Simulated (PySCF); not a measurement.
A species of formula C4H3FO has this rotational fingerprint, computed with PBE0-D3(BJ)/def2-SVP geometry optimisation, gas phase (PySCF 2.14.0):

| Item | Value |
| --- | --- |
| Rotational constants | A = 5688, B = 3911, C = 2353 MHz |
| Dipole components | \|μa\| = 0.59 D, \|μb\| = 3.12 D, \|μc\| = 0.00 D |
| Inertial defect | -3.27 u·Å² |
| κ | -0.07 |

Task: Which candidate fits, each taken in the one conformer that was computed?
A. `FC1=CC=CO1`
B. `O=C1CC=C1F`
C. `O=c1c(C)c1F`
D. `O=C1C=C[C@@H]1F`

Result: B. It is O=C1CC=C1F, an asymmetric top, point group Cs. The candidates at the same level (rigid rotor, commonest isotopes):

| SMILES | A (MHz) | B (MHz) | C (MHz) | μa (D) | μb (D) | μc (D) | Δ (u·Å²) | point group | rotor |
| --- | --- | --- | --- | --- | --- | --- | --- | --- | --- |
| Cc1c(F)c1=O | 3963 | 3777 | 1958 | 2.01 | 3.43 | 0.01 | -3.15 | near Cs | asymmetric top |
| Fc1ccco1 | 9295 | 3718 | 2656 | 1.39 | 0.55 | 0.00 | 0.00 | Cs | asymmetric top |
| O=C1CC=C1F | 5688 | 3911 | 2353 | 0.59 | 3.12 | 0.00 | -3.27 | Cs | asymmetric top |
| O=C1C=C[C@@H]1F | 5585 | 4100 | 2533 | 0.87 | 3.46 | 0.91 | -14.25 | C1 | asymmetric top |

`O=C1C=C[C@@H]1F` has C 8 % too high; `Cc1c(F)c1=O` has A 30 % too low; `Fc1ccco1` has A 63 % too high. In the right answer the mirror of this Cs structure is the ab plane, so μc vanishes by symmetry. No structure here is proved a minimum.
